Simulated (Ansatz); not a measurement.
In₂O₃ (Ia-3, No. 206) was calculated with PBE-D3(BJ) (Ansatz, a first-principles code, plane waves, PAW).

Settings: plane-wave cutoff 500 eV, 6×6×6 k mesh, Fermi–Dirac smearing 0.05 eV, scalar-relativistic PAW data made under PBE.

Computed at the level's own relaxed cell.

Task: Predict the volume per atom, equilibrium lattice constant a and band gap.

Result: 
volume per atom: 13.37 Å³/atom
equilibrium lattice constant a: 10.228 Å
band gap: 1.04 eV (on the SCF k mesh)

Measured, for comparison: band gap 2.93 ± 0.1 eV (room temperature, no zero-point or thermal correction; as tabulated in King et al. (2009), doi:10.1103/physrevb.79.205211); equilibrium volume per atom 12.94 Å³/atom (temperature not stated, no zero-point or thermal correction; as tabulated in Wikipedia's data pages). Computed (rounded) less measured: equilibrium volume per atom +3.3 %.

Note: the relaxation could not lower the start's symmetry, so the cell can be a saddle point above a distorted one.

Spin–orbit coupling is not included.

Computed values are for the static lattice.
